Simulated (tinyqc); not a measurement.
Extended Hueckel theory, for HF, step by step. One step of it, computed by the program tinyqc.

Task: Mulliken analysis. P = C n C^T; charge = valence electrons (H 1, F 7) minus the sum of (P S)_ii on the atom; overlap population = 2 sum P_ij S_ij between two atoms.

coefficients:
```
              MO1        MO2       MO3        MO4        MO5
1F 2s    0.948085  -0.095749  0.000000   0.000000  -0.675371
1F 2px   0.000000   0.000000  0.998660  -0.051745   0.000000
1F 2py   0.000000   0.000000  0.051745   0.998660   0.000000
1F 2pz  -0.028704   0.931239  0.000000   0.000000  -0.608498
2H 1s    0.101967   0.157583  0.000000   0.000000   1.251890
```

occupations: 2.000000  2.000000  2.000000  2.000000  0.000000

overlap S:
```
           1F 2s    1F 2px    1F 2py    1F 2pz     2H 1s
1F 2s   1.000000  0.000000  0.000000  0.000000  0.476708
1F 2px  0.000000  1.000000  0.000000  0.000000  0.000000
1F 2py  0.000000  0.000000  1.000000  0.000000  0.000000
1F 2pz  0.000000  0.000000  0.000000  1.000000  0.385627
2H 1s   0.476708  0.000000  0.000000  0.385627  1.000000
```

Give: charges; Overlap populations.

Result:

charges: 1F -0.741, 2H 0.741

Overlap populations:

| pair | value |
|---|---|
| 2-1 | 0.377414 |
